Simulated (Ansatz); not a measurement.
The inner images of a band of BH5O (7 atoms, charge 0, multiplicity 1) are given out of order.

Theory: Ansatz 0.2.0, RKS PBE/def2-SVP.

First end point:

```xyz
7
Properties=species:S:1:pos:R:3
B -0.019 -0.019 0.065
H -0.393 0.485 1.124
H 1.142 0.218 -0.243
H -0.827 0.041 -0.853
O 0.023 -1.679 0.395
H -0.878 -1.933 0.677
H 0.587 -1.801 1.185
```

Last end point:

```xyz
7
Properties=species:S:1:pos:R:3
B -0.019 -0.161 -1.001
H 0.363 -1.415 3.359
H 0.932 0.594 -1.065
H -0.765 -0.368 -1.947
O -0.220 -0.778 0.191
H -0.993 -1.371 0.187
H 0.337 -1.189 2.624
```

Task: Put them in order from the first end to the last, with their energies above the first end.
A.
```xyz
7
Properties=species:S:1:pos:R:3
B 0.035 -0.025 0.071
H -0.102 0.495 1.178
H 1.088 0.222 -0.493
H -0.972 0.000 -0.631
O 0.158 -1.677 0.506
H -0.685 -2.093 0.239
H 0.113 -1.609 1.479
```
B.
```xyz
7
Properties=species:S:1:pos:R:3
B 0.068 -0.569 -0.475
H -0.010 0.404 2.178
H 1.150 -0.028 -0.601
H -0.987 0.035 -0.597
O 0.092 -1.900 -0.205
H -0.802 -2.277 -0.111
H 0.123 -0.352 2.160
```
C.
```xyz
7
Properties=species:S:1:pos:R:3
B 0.091 -0.523 -0.256
H -0.040 0.309 1.640
H 1.155 0.051 -0.400
H -0.964 0.037 -0.523
O 0.141 -1.860 0.056
H -0.750 -2.241 0.153
H 0.002 -0.460 1.679
```
D.
```xyz
7
Properties=species:S:1:pos:R:3
B 0.045 -0.437 -0.691
H 0.036 -0.062 2.834
H 1.122 0.076 -0.930
H -1.014 0.159 -0.819
O 0.076 -1.726 -0.268
H -0.812 -2.088 -0.095
H 0.182 -0.610 2.317
```
E.
```xyz
7
Properties=species:S:1:pos:R:3
B -0.008 -0.202 -0.967
H 0.158 -1.094 3.342
H 1.021 0.417 -1.155
H -1.020 -0.027 -1.629
O 0.018 -1.120 0.032
H -0.828 -1.592 0.141
H 0.293 -1.069 2.585
```
F.
```xyz
7
Properties=species:S:1:pos:R:3
B 0.019 -0.297 -0.848
H 0.073 -0.640 3.159
H 1.082 0.232 -1.113
H -1.057 0.169 -1.190
O 0.086 -1.452 -0.138
H -0.793 -1.835 0.041
H 0.223 -0.864 2.439
```
G.
```xyz
7
Properties=species:S:1:pos:R:3
B 0.072 -0.264 0.010
H -0.054 0.189 1.288
H 1.139 0.171 -0.370
H -0.964 0.050 -0.547
O 0.166 -1.796 0.413
H -0.716 -2.190 0.277
H -0.008 -0.847 1.278
```

Result: A (+0.04 eV), G (+0.73 eV), C (-0.36 eV), B (-0.61 eV), D (-0.64 eV), F (-0.65 eV), E (-0.66 eV).

Time of the run: 2.1 min on 1 thread of Arm Neoverse V1 (shared host), peak memory 0.095 GiB.
